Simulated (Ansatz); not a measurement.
Two structures, one formula

The two ends of one reaction step of CH₆AlN, singlet (PBE0-D4/def2-TZVP).

A:

```
9
angstrom
Al -1.2255 -0.1238 -0.7606
H -1.0098 -1.6963 -0.5058
H -0.9269 0.4453 -2.2292
H -2.3743 0.6200 0.0739
N 0.4172 0.5240 0.2224
C 1.2642 -0.2071 0.8101
H 0.6108 1.5215 0.2682
H 2.1330 0.2005 1.3250
H 1.1114 -1.2840 0.7960
```

B:

```
9
angstrom
Al -1.3504 0.4826 -0.7838
H 0.7601 -1.4502 -0.1142
H -1.6400 -0.8309 -1.6213
H -2.2319 1.7980 -0.8230
N 0.0650 0.4796 0.2751
C 1.0247 -0.5812 0.4933
H 0.2789 1.3003 0.8228
H 1.0507 -0.9114 1.5386
H 2.0429 -0.2867 0.2126
```

Program: Ansatz 0.2.0. Basis: def2-TZVPP. Cores are frozen in the correlated methods. B3LYP uses VWN-RPA correlation.

Task: Which structure is lower at CCSD(T), and by how much? (Judge from chemistry; the value comes from the calculation.)

Result: Computed: B, by 93.1 kJ/mol (electronic energy, against the other). By their contacts, A is CH₆AlN ([CH2][NH][AlH3]) and B is CH₆AlN ([CH3][NH][AlH2]).

All methods give the same order:

```
      method  E(B) − E(A) (kJ/mol)
       SPW92                -112.3
      PBE-D4                 -98.0
     BLYP-D4                 -88.3
   r2SCAN-D4                 -99.7
      B97M-V                 -85.4
     PBE0-D4                -104.5
    B3LYP-D4                 -95.0
  r2SCAN0-D4                -105.3
    BHLYP-D4                 -99.0
CAM-B3LYP-D4                -100.1
     wB97X-V                -100.0
     wB97M-V                 -99.0
      B2PLYP                 -98.4
    PBE-QIDH                -108.7
  RPA on PBE                 -91.6
          HF                 -83.6
         MP2                -106.6
        CCSD                 -95.1
     CCSD(T)                 -93.1
```

T1 diagnostic: at most 0.013.

Labels in which every atom is bracketed show which atoms are joined, not bond orders.

For scale, one of the runs: CCSD(T)/def2-TZVPP, 188 basis functions, launched by `ansatz run in.yaml --threads 2 --pin off --events-out ev --progress --plain --max-ram 4352MiB`. The run took 14 s on 2 CPU threads of an Intel Xeon 6975P-C (shared host), with 2 GiB of host memory at its peak.
